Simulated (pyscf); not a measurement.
Elementary routes open to H₂C=C=CH–F + H₂ in the gas phase (singlet surface):
A. H₂C=CH–CH₂–F (H–H broken; C–H, C–H formed)
B. H₂C=C=CH₂ + HF (C–F, H–H broken; C–H, F–H formed)

Single points on ωB97X-D3(BJ)/def2-SVP structures (PySCF, gas phase).

Rank the routes by free-energy barrier at 600 K, lowest first, for ωB97M-D3(BJ)/def2-TZVP energies (ideal gas, 1 atm, RRHO with modes under 100 cm⁻¹ raised to 100, one conformer, R ln 2 for chiral ones without a mode under 150 cm⁻¹).

A (75.5 kcal/mol), B (91.4 kcal/mol)

Route A is the fastest of these, ahead of the next by 15.9 kcal/mol. The most stable products are those of A (ΔG = -25.2 kcal/mol), so kinetics and thermodynamics agree. At 1200 K A is still the fastest. B: On the product side the descent ends in a complex, 5.1 kcal/mol under the separated species and 108.3 kcal/mol under the saddle at ωB97X-D3(BJ)/def2-TZVP. Only these routes are compared; each barrier is that of the saddle found, and lower ones may exist.
